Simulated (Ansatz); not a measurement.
# BH3OSi: the cost of one run

All numbers below are computed with Ansatz 0.2.0 (RKS B3LYP/def2-TZVP).

## 1. The structure to begin with

Bond lengths: B1–Si2 1.964 Å, Si2–O3 1.513 Å, B1–H4 1.171 Å, B1–H5 1.170 Å, Si2–H6 1.475 Å. Angles: B1–Si2–O3 125.1°, B1–Si2–H6 116.2°, O3–Si2–H6 118.7°, Si2–B1–H4 123.2°, Si2–B1–H5 120.2°, H4–B1–H5 116.5°.

As a file:

```xyz
6

B     0.2513   -0.5259   -0.8493
Si   -0.2193    0.4905    0.7634
O     0.2170    1.9090    1.0558
H    -0.1121   -1.6213   -1.0459
H     0.9272   -0.0435   -1.6732
H    -1.0641   -0.2088    1.7491
```

## 2. Relaxing end A

input.yaml reads:

```yaml
crystal:
  periodic: [false, false, false]
  atoms:
    - { symbol: B, position_ang: [0.25133, -0.52592, -0.84932] }
    - { symbol: Si, position_ang: [-0.21934, 0.49053, 0.76344] }
    - { symbol: O, position_ang: [0.21702, 1.90905, 1.05579] }
    - { symbol: H, position_ang: [-0.11212, -1.6213, -1.04589] }
    - { symbol: H, position_ang: [0.92717, -0.04354, -1.67318] }
    - { symbol: H, position_ang: [-1.06406, -0.20882, 1.74915] }
basis:
  gaussian: { orbitals: def2-TZVP }
hamiltonian:
  xc: b3lyp
relax:
  f_tol: 0.02
  max_steps: 50
```

Started as:

```console
ansatz run input.yaml --threads 2 --pin off --max-ram 3072MiB --backend cpu --events-out ev --progress --plain --runs-dir out
```

Q: Estimate wall time and peak memory on 2 threads of Arm Neoverse V2, shared host.

About 29 s, with a peak of 0.18 GiB.
